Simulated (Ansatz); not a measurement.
# Pb: from a trial structure to a relaxed crystal

Level of theory: DFT r2SCAN, scalar-relativistic, plane waves, PAW in Ansatz 0.2.0. Cutoff 500 eV, Γ-centred k mesh, Gaussian smearing, no spin polarisation in the final step.

Pb was placed on the omega structure type (P6/mmm, No. 191), at a guessed volume.

```
Pb
1.0
     5.88563    0.00000    0.00000
    -2.94282    5.09711    0.00000
     0.00000    0.00000    3.60815
Pb
3
Cartesian
  0.0000 0.0000 0.0000
  0.0000 3.3981 1.8041
  2.9428 1.6990 1.8041
```

Cell and atoms relax at zero pressure; the relaxation can't lower the symmetry of the start. After a coarse first stage the cell is made exact in the group found at 0.06 Å.

Energies count from the standard state of Pb at the same level.

Question: What does it relax into?

Answer: It keeps P6/mmm (No. 191). The result has the omega structure. Conventional cell: a = 5.642 Å, c = 3.393 Å. Pb on Wyckoff site a (1 atom of the primitive cell) is coordinated by 2 Pb at 3.39 Å and 12 Pb at 3.67 Å; around Pb on Wyckoff site d (2 atoms of the primitive cell) lie 5 Pb at 3.26–3.39 Å and 6 Pb at 3.67 Å.

```xyz
3
Lattice="5.6416 0.0000 0.0000 -2.8208 4.8857 0.0000 0.0000 0.0000 3.3932" Properties=species:S:1:pos:R:3 pbc="T T T"
Pb    0.0000    0.0000    0.0000
Pb    0.0000    3.2572    1.6966
Pb    2.8208    1.6286    1.6966
```

Question: What are its volume, energy, density and gap?

Answer: The volume per atom is 31.18 Å³ and the density is 11.04 g/cm³. The energy over the standard structure is 0.04 eV/atom. The gap on the 9×9×14 mesh is 0 eV (a metal).

The final run used a 9×9×14 mesh on its 3-atom cell and 0.10 eV smearing. For metals, differences of a few meV/atom aren't resolved. Spin–orbit coupling is left out. Symmetry constrained the relaxation, so the result can be a saddle point.